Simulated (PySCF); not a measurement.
C4H6N2.
SMILES: `Cc1cnc[nH]1`

Linear response at CAM-B3LYP/def2-SVPD (PySCF, frozen core in the response, non-relativistic). Geometry: PBE0-D3(BJ)/def2-SVP; no solvent, vibrations or thermal averaging.

Static isotropic polarisability: 59.53 au (8.82 Å³), principal values 41.0, 63.5, 74.1 au.

Question: What is the polarisability at 1064 nm and at the sodium D line?

Answer: 60.09 au at 1064 nm (+0.9 %), 61.41 au at 589.3 nm (+3.2 %). The rise at 589.3 nm is 3.40 times that at 1064 nm; a pure ω² law gives 3.26. The lowest singlet lies at 210 nm, shorter than both wavelengths.

Question: What is the isotropic C6 coefficient between two such molecules, C6 = (3/π)∫α(iω)² dω?

Answer: 1476 au (Eh·bohr⁶) by a ten-point quadrature over imaginary frequencies, which is 882 eV·Å⁶ or 85.1 J·nm⁶/mol.

Question: Which effective excitation energy ω̄ makes London's formula C6 = (3/4)α²ω̄ exact here?

Answer: ω̄ = 4·C6/(3α²) = 0.555 Eh = 15.1 eV. A one-pole form α(ω) = α/(1 − ω²/ω̄²) fitted to the 1064 nm value gives 12.2 eV.

Question: How many electrons N does the Slater–Kirkwood formula C6 = (3/4)·√N·α^(3/2) need to give this C6?

Answer: N = (4·C6/3)²/α³ = 18.4; the species has 44 electrons in all.

Question: What n − 1 at the D line would an ideal gas of it have at 273.15 K and 1 atm (2.6868 × 10¹⁹ cm⁻³), by n − 1 = 2π·N·α′?

Answer: 15.36 × 10⁻⁴, a formal value whether or not that pressure can be reached.

Question: What three-body coefficient follows from the one-pole estimate C9 = (3/4)·α·C6?

Answer: 65900 au. This is an estimate from the two numbers above, not a computed integral.

Question: The lowest 6 singlets have (eV, f): 5.92, 0.001; 6.41, 0.224; 6.68, 0.005; 6.79, 0.005; 7.13, 0.044; 7.25, 0.003. What share of the static polarisability do they carry in the sum over states α = Σ f/ω²?

Answer: 4.91 au, 8.3 % of α; the largest term, 4.04 au, is that of the state at 6.41 eV. Their oscillator strengths add up to 0.28. Higher states carry the rest.

Question: How anisotropic is the static polarisability, by Δα² = ½[(α1 − α2)² + (α2 − α3)² + (α3 − α1)²]?

Answer: Δα = 29.3 au, or 0.49 of the isotropic value.

Question: What molar refraction at the D line follows from R = (4π/3)·N_A·α′, with α′ the polarisability volume?

Answer: α′ = 9.10 Å³ gives R = 22.96 cm³/mol, for isolated, non-vibrating species.
